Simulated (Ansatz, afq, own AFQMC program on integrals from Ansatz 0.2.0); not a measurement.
GeNH₃, singlet: AFQMC among the cluster methods

```xyz
5

Ge    0.0000    0.0116    0.2473
N     0.0000   -0.1189   -1.3132
H     0.0000    1.2907    1.1096
H     0.0000   -1.2764    1.0711
H     0.0000    0.8001   -1.7561
```

Connectivity, by distances: GeH2–NH.

Basis cc-pVDZ. Noble-gas cores (and the filled d shells of Ga–Kr and In–Xe) are frozen. Ansatz 0.2.0 and our own AFQMC program on the same integrals; the CISD trial comes from CCSD amplitudes, and released means the phaseless constraint is let go. Uncertainties: one standard error, sampling alone. No spin–orbit coupling.

Determinant: RHF, the one that the program's search chose, which needn't be the lowest solution. The geometry is a point of a scan.

No full CI on the walks' own integrals is used here; CCSDT(Q) serves as the reference and is uncertain by about the last step of the cluster series.

Cautions: no relativity below Rb; no spin-orbit coupling; inner d shell frozen.

```
T1 diagnostic                               : 0.0184
weight of the determinant in the CISD state : 0.872
size of the correlated space                : 12 electrons in 41 orbitals
```

Reference: CCSDT(Q), correlation energy -8.258 eV. The released energy is read at 2.40 1/Eh (meV from the phaseless value at times in 1/Eh: -47 ± 19 at 0.24, -55 ± 17 at 0.51, -53 ± 18 at 0.99, -70 ± 22 at 1.62, -92 ± 25 at 2.40).

| level | E − E(reference) (meV) | share of correlation (%) |
| --- | --- | --- |
| HF | 8258.2 | 0.00 |
| MP2 | 907.4 | 89.01 |
| CCSD | 320.8 | 96.12 |
| CCSD(T) | 47.8 | 99.42 |
| CCSDT | 29.6 | 99.64 |
| ph-AFQMC/HF | -72.6 ± 80.1 | 100.88 |
| ph-AFQMC/CISD | 52.5 ± 18.1 | 99.36 |
| released AFQMC | -39.9 ± 24.5 | 100.48 |

A walk keeps the symmetry of its determinant, which the program's search chose and which needn't be the lowest solution, so a lower state of the same spin and another symmetry isn't excluded. Released energies are given only where the last usable release times agree within the noise; a slower fall can still hide under it.
